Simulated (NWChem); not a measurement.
# dimethyl sulfide (C₂H₆S); SMILES CSC

Program: NWChem. Pople sets run with spherical d functions. B3LYP is NWChem's, with the RPA form of VWN correlation. Each level has its own optimisation; frequencies are unscaled.

```csv
level,r C–S (Å),highest harmonic frequency (cm⁻¹),lowest (cm⁻¹),zero-point energy (kcal/mol),dipole (D)
Hartree-Fock/STO-3G,1.796,3746,182,57.3,0.87
Hartree-Fock/3-21G,1.885,3333,166,50.9,2.07
Hartree-Fock/6-31G*,1.809,3311,195,51.1,1.79
B3LYP/6-31G*,1.826,3153,182,47.9,1.72
"LDA (Slater exchange, VWN5)/def2-SVP",1.794,3084,184,45.7,1.45
PBE/def2-SVP,1.818,3086,182,45.9,1.45
BLYP/def2-SVP,1.838,3058,179,45.7,1.35
PBE0/def2-SVP,1.803,3179,185,47.5,1.55
```
